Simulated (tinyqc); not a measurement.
Worked calculation: extended Hueckel theory, for H2O+. The parameters take no account of the charge, which enters only through the electron count. One step of it, computed by the program tinyqc.

Problem. Wolfsberg-Helmholz matrix. H_ij = K' S_ij (H_ii + H_jj)/2 for i != j (the diagonal keeps H_ii), with K' = 1.5.

overlap S, lower triangle:
```
           1O 2s    1O 2px     1O 2py    1O 2pz     2H 1s     3H 1s
1O 2s   1.000000
1O 2px  0.000000  1.000000
1O 2py  0.000000  0.000000   1.000000
1O 2pz  0.000000  0.000000   0.000000  1.000000
2H 1s   0.413472  0.000000   0.310904  0.190076  1.000000
3H 1s   0.413472  0.000000  -0.310904  0.190076  0.153113  1.000000
```

diagonal H_ii (eV): 1O 2s -32.300000, 1O 2px -14.800000, 1O 2py -14.800000, 1O 2pz -14.800000, 2H 1s -13.600000, 3H 1s -13.600000

K = 1.500000

Give: H.

Solution.

H (eV), lower triangle:
```
           1O 2s    1O 2px    1O 2py    1O 2pz     2H 1s     3H 1s
1O 2s   -32.3000
1O 2px    0.0000  -14.8000
1O 2py    0.0000    0.0000  -14.8000
1O 2pz    0.0000    0.0000    0.0000  -14.8000
2H 1s   -14.2338    0.0000   -6.6223   -4.0486  -13.6000
3H 1s   -14.2338    0.0000    6.6223   -4.0486   -3.1235  -13.6000
```
